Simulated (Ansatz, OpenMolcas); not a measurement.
## How methods differ on SiH2F2 (SMILES F[SiH2]F)

SiH2F2: 5 atoms, total charge 0, spin state singlet. As SMILES, `F[SiH2]F`. Geometry: relaxed at PBE0-D4/def2-TZVP.

Quantity: the HOMO–LUMO gap, in eV. The values are calculated.

```json
{"level": "HF/aug-cc-pVDZ", "kind": "Hartree–Fock", "program": "Ansatz", "value (eV)": "14.81", "CPU time": "1.5 s"}
{"level": "SVWN5/aug-cc-pVDZ", "kind": "LDA", "program": "OpenMolcas", "value (eV)": "7.40", "CPU time": "20 s"}
{"level": "BLYP/aug-cc-pVDZ", "kind": "GGA", "program": "Ansatz", "value (eV)": "7.55", "CPU time": "3.5 s"}
{"level": "TPSS/aug-cc-pVDZ", "kind": "meta-GGA", "program": "OpenMolcas", "value (eV)": "8.01", "CPU time": "42 s"}
{"level": "r2SCAN/aug-cc-pVDZ", "kind": "meta-GGA", "program": "Ansatz", "value (eV)": "8.51", "CPU time": "5 s"}
{"level": "B3LYP/aug-cc-pVDZ", "kind": "global hybrid", "program": "Ansatz", "value (eV)": "9.34", "CPU time": "3.6 s"}
{"level": "PBE0/aug-cc-pVDZ", "kind": "global hybrid", "program": "OpenMolcas", "value (eV)": "9.78", "CPU time": "26 s"}
{"level": "PBE-QIDH/aug-cc-pVDZ", "kind": "double hybrid", "program": "Ansatz", "value (eV)": "13.16", "CPU time": "4.3 s"}
```

The values span 7.40 to 14.81 eV. Orbital gaps aren't excitation energies, and those of double hybrids come from the SCF part alone; they tend to grow with the share of exact exchange. Times are those of the runs behind each value, whatever else they computed, on shared processors of several kinds: orders of magnitude only.
